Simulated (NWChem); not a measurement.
**C4H10S (isobutyl mercaptan): levels of theory compared**

We compute a comparison of 5 runs (M06-2X/3-21G, M06-2X/6-31G, M06-2X/6-31G**, M06-2X/STO-3G, M06-2X/6-31G*) of C4H10S (isobutyl mercaptan). 

The calculation is run with NWChem 7.3.0.

### 1 The structure to begin with

The species is C4H10S (15 atoms), meant as a singlet with charge 0. SMILES: `CC(C)CS`. The coordinates come from a PBE0-D4/def2-TZVP relaxation. This is one conformer, not always the lowest.

Bond lengths: C1–C2 1.522 Å, C2–C3 1.522 Å, C2–C4 1.524 Å, C4–S5 1.818 Å, C1–H6 1.092 Å, C1–H7 1.095 Å, C1–H8 1.092 Å, C2–H9 1.097 Å, C3–H10 1.093 Å, C3–H11 1.095 Å, C3–H12 1.092 Å, C4–H13 1.091 Å, C4–H14 1.094 Å, S5–H15 1.341 Å. Some angles: C1–C2–C3 110.9°, C1–C2–C4 112.1°, C3–C2–C4 109.4°, C2–C4–S5 110.7°, C1–C2–H9 108.5°, C3–C2–H9 108.3°, C4–C2–H9 107.6°, C2–C1–H6 112.0°, C2–C1–H7 110.5°, C2–C1–H8 110.7°.

### 2 Energy and gradient at M06-2X/3-21G (run 1)

File c4h10s.nw:

```
start c4h10s
title "C4H10S"
memory stack 880 mb heap 220 mb global 1100 mb
charge 0
geometry units bohr noautosym nocenter noautoz
  C   -1.99555079  -1.27462027   1.65917954
  C    0.43898338  -0.04289678   0.75154408
  C    2.38842485  -2.03202250   0.03004665
  C   -0.00415740   1.71681618  -1.48381295
  S   -2.03788065   4.33635454  -0.58373640
  H   -3.39961730   0.12207631   2.23724676
  H   -2.83326638  -2.42092814   0.15457960
  H   -1.63045570  -2.51446958   3.26903722
  H    1.21509390   1.09660807   2.29998567
  H    4.17157042  -1.17106328  -0.55671332
  H    1.70169838  -3.20006222  -1.53275686
  H    2.78167686  -3.28661168   1.62176296
  H    1.79731852   2.47780889  -2.13935895
  H   -0.87928957   0.66990791  -3.03584502
  H   -1.85382133   5.61739988  -2.76353548
end
basis spherical bse
  * library 3-21G
end
dft
  xc m06-2x
  grid fine
  convergence energy 1e-08
  iterations 100
  mulliken
  print low
end
task dft gradient
```

Command:

```console
$ nwchem c4h10s.nw > c4h10s.out
```

The log of the run:

```text
[...]
 d= 0,ls=0.0,diis     1   -553.6422479652 -7.89D+02  9.76D-03  3.35D-01     1.9
[...]
 d= 0,ls=0.0,diis     8   -553.6898002294 -1.13D-09  6.45D-07  1.77D-09    13.0
         Total DFT energy =     -553.689800229424
      One electron energy =    -1225.858745839947
           Coulomb energy =      487.484442529435
    Exchange-Corr. energy =      -50.945043048965
 Nuclear repulsion energy =      235.629546130053
[...]
      Total Density - Mulliken Population Analysis
     ---------------------------------------------
    Atom       Charge   Shell Charges
 -----------   ------   -------------------------------------------------------
    1 C    6     6.54   1.99  0.37  1.67  1.08  1.45
    2 C    6     6.30   1.99  0.35  1.65  1.08  1.24
    3 C    6     6.53   1.99  0.37  1.66  1.07  1.44
    4 C    6     6.65   1.99  0.36  1.61  1.15  1.54
    5 S   16    15.94   2.00  1.96  5.88  1.04  2.48  0.85  1.72
    6 H    1     0.78   0.47  0.31
    7 H    1     0.81   0.47  0.34
    8 H    1     0.80   0.47  0.33
    9 H    1     0.78   0.46  0.31
   10 H    1     0.80   0.47  0.34
[...]
                         DFT ENERGY GRADIENTS
    atom               coordinates                        gradient
                 x          y          z           x          y          z
   1 C      -1.995551  -1.274620   1.659180    0.009075   0.004686  -0.001327
   2 C       0.438983  -0.042897   0.751544   -0.004316  -0.007351  -0.008227
   3 C       2.388425  -2.032023   0.030047   -0.006052   0.007789   0.003872
   4 C      -0.004157   1.716816  -1.483813   -0.013945   0.016957   0.014350
   5 S      -2.037881   4.336355  -0.583736    0.017260  -0.014693  -0.017301
   6 H      -3.399617   0.122076   2.237247    0.000480  -0.002302  -0.000268
   7 H      -2.833266  -2.420928   0.154580   -0.000361   0.000723   0.002166
   8 H      -1.630456  -2.514470   3.269037   -0.001263   0.000848  -0.001402
   9 H       1.215094   1.096608   2.299986   -0.000393  -0.000945  -0.000857
  10 H       4.171570  -1.171063  -0.556713   -0.001184  -0.001618   0.000289
  11 H       1.701698  -3.200062  -1.532757    0.001811   0.000281   0.001379
[...]
```

Run time: 17 s. Hardware: 1 thread of Intel Xeon Gold 6455B (Sapphire Rapids), shared host; peak memory 0.12 GiB.

### 3 Energy and forces at M06-2X/6-31G (run 2)

File c4h10s.nw:

```
echo
start c4h10s
memory 2200 mb
geometry units angstrom noautosym nocenter noautoz
  C    -1.056000   -0.674500    0.878000
  C     0.232300   -0.022700    0.397700
  C     1.263900   -1.075300    0.015900
  C    -0.002200    0.908500   -0.785200
  S    -1.078400    2.294700   -0.308900
  H    -1.799000    0.064600    1.183900
  H    -1.499300   -1.281100    0.081800
  H    -0.862800   -1.330600    1.729900
  H     0.643000    0.580300    1.217100
  H     2.207500   -0.619700   -0.294600
  H     0.900500   -1.693400   -0.811100
  H     1.472000   -1.739200    0.858200
  H     0.951100    1.311200   -1.132100
  H    -0.465300    0.354500   -1.606500
  H    -0.981000    2.972600   -1.462400
end
basis "ao basis" spherical bse
  C library 6-31G
  S library 6-31G
  H library 6-31G
end
dft
  xc m06-2x
  grid fine
  convergence energy 1e-08
  iterations 100
  mulliken
  print low
end
task dft gradient
```

Command:

```console
$ nwchem c4h10s.nw > c4h10s.out
```

The log of the run:

```text
[...]
 d= 0,ls=0.0,diis     1   -556.3940875384 -7.92D+02  1.02D-02  3.00D-01     2.8
[...]
 d= 0,ls=0.0,diis     8   -556.4418820738 -1.89D-09  1.69D-06  2.05D-08    17.8
         Total DFT energy =     -556.441882073837
      One electron energy =    -1229.001725823191
           Coulomb energy =      487.989833972063
    Exchange-Corr. energy =      -51.059553334341
 Nuclear repulsion energy =      235.629563111632
[...]
      Total Density - Mulliken Population Analysis
     ---------------------------------------------
    Atom       Charge   Shell Charges
 -----------   ------   -------------------------------------------------------
    1 C    6     6.43   2.00  0.65  2.12  0.66  0.99
    2 C    6     6.15   2.00  0.64  2.08  0.62  0.80
    3 C    6     6.43   2.00  0.65  2.12  0.66  0.99
    4 C    6     6.54   2.00  0.65  2.06  0.74  1.09
    5 S   16    15.94   2.00  2.00  5.97  1.36  3.04  0.50  1.07
    6 H    1     0.82   0.53  0.30
    7 H    1     0.86   0.53  0.33
    8 H    1     0.85   0.53  0.32
    9 H    1     0.83   0.53  0.30
   10 H    1     0.85   0.53  0.32
[...]
                         DFT ENERGY GRADIENTS
    atom               coordinates                        gradient
                 x          y          z           x          y          z
   1 C      -1.995551  -1.274620   1.659179    0.005370   0.002359  -0.001888
   2 C       0.438983  -0.042897   0.751544   -0.002111  -0.003030  -0.003274
   3 C       2.388425  -2.032022   0.030047   -0.004188   0.004324   0.001636
   4 C      -0.004157   1.716816  -1.483813   -0.013324   0.015506   0.009565
   5 S      -2.037881   4.336354  -0.583736    0.016336  -0.012790  -0.017747
   6 H      -3.399617   0.122076   2.237247    0.000541  -0.000964  -0.000451
   7 H      -2.833266  -2.420928   0.154580    0.000150   0.000715   0.001433
   8 H      -1.630456  -2.514469   3.269037   -0.000534   0.000762  -0.000894
   9 H       1.215094   1.096608   2.299986   -0.000491  -0.000864  -0.001031
  10 H       4.171570  -1.171063  -0.556713   -0.001002  -0.000696   0.000290
  11 H       1.701698  -3.200062  -1.532757    0.000938   0.000530   0.001046
[...]
```

Wall time 23 s (1 thread of Intel Xeon Gold 6455B (Sapphire Rapids), shared host); peak memory 0.12 GiB.

Runs 3 to 4 aren't shown in full; the table further down has their settings and results.

### 4 Energy and forces at M06-2X/6-31G(d) (spherical functions) (run 5)

File job.nw:

```
start job
memory total 2200 mb
geometry noautosym nocenter noautoz
   C       -1.056000      -0.674500       0.878000
   C        0.232300      -0.022700       0.397700
   C        1.263900      -1.075300       0.015900
   C       -0.002200       0.908500      -0.785200
   S       -1.078400       2.294700      -0.308900
   H       -1.799000       0.064600       1.183900
   H       -1.499300      -1.281100       0.081800
   H       -0.862800      -1.330600       1.729900
   H        0.643000       0.580300       1.217100
   H        2.207500      -0.619700      -0.294600
   H        0.900500      -1.693400      -0.811100
   H        1.472000      -1.739200       0.858200
   H        0.951100       1.311200      -1.132100
   H       -0.465300       0.354500      -1.606500
   H       -0.981000       2.972600      -1.462400
end
basis "ao basis" spherical bse
   * library 6-31G*
end
dft
   xc m06-2x
   grid fine
   convergence energy 1e-08
   iterations 100
   mulliken
   noprint "final vectors analysis"
end
task dft gradient
```

Command:

```console
$ nwchem job.nw > job.out
```

The log of the run:

```text
[...]
          Wavefunction type:  closed shell.
          No. of atoms     :    15
          No. of electrons :    50
[...]
          Charge           :     0
          Spin multiplicity:     1
[...]
          AO basis - number of functions:    94
[...]
              XC Information
              --------------
                       M06-2X Method XC Functional
                     Hartree-Fock (Exact) Exchange  0.540
                        M06-2X Exchange Functional  1.000
                      M06-2X Correlation Potential  1.000
[...]
 d= 0,ls=0.0,diis     1   -556.4579240075 -7.92D+02  6.16D-03  2.97D-01     4.0
[...]
 d= 0,ls=0.0,diis     8   -556.5038017368 -3.23D-09  1.35D-06  3.78D-08    26.8
         Total DFT energy =     -556.503801736824
      One electron energy =    -1229.326182683632
           Coulomb energy =      488.277220487567
    Exchange-Corr. energy =      -51.084402652391
 Nuclear repulsion energy =      235.629563111632
[...]
  wavefunction    = closed shell
                         DFT ENERGY GRADIENTS
    atom               coordinates                        gradient
                 x          y          z           x          y          z
   1 C      -1.995551  -1.274620   1.659179    0.002620   0.001315  -0.000778
   2 C       0.438983  -0.042897   0.751544   -0.001494  -0.001842  -0.002723
   3 C       2.388425  -2.032022   0.030047   -0.001892   0.002199   0.000781
   4 C      -0.004157   1.716816  -1.483813   -0.001419   0.000486   0.003467
   5 S      -2.037881   4.336354  -0.583736    0.003765  -0.004029  -0.002113
   6 H      -3.399617   0.122076   2.237247    0.000943  -0.000918  -0.000602
   7 H      -2.833266  -2.420928   0.154580    0.000348   0.000697   0.001277
   8 H      -1.630456  -2.514469   3.269037   -0.000392   0.000836  -0.000987
   9 H       1.215094   1.096608   2.299986   -0.000474  -0.000596  -0.000737
  10 H       4.171570  -1.171063  -0.556713   -0.001063  -0.000626   0.000358
  11 H       1.701698  -3.200062  -1.532757    0.000728   0.000646   0.001072
[...]
```

Wall time 35 s (1 thread of Intel Xeon Gold 6455B (Sapphire Rapids), shared host); peak memory 0.13 GiB.

### 5 The series

```csv
run,level,energy (Eh),largest force (eV/Å),wall time
1,M06-2X/3-21G,-553.689800,1.466,17 s
2,M06-2X/6-31G,-556.441882,1.404,23 s
3,M06-2X/6-31G** (spherical functions),-556.516599,0.299,46 s
4,M06-2X/STO-3G,-550.346350,1.340,13 s
5,M06-2X/6-31G* (spherical functions),-556.503802,0.304,35 s
```

### 6 Results

| quantity | value |
| --- | --- |
| run 5: total energy | -556.50380 Eh |
| run 5: dipole moment | 1.69 D |
| run 5: largest force on an atom | 0.304 eV/Å |

**Reading.** In run 4 the basis is minimal, so the values are rough. All runs together took 2.2 min, the longest 46 s.
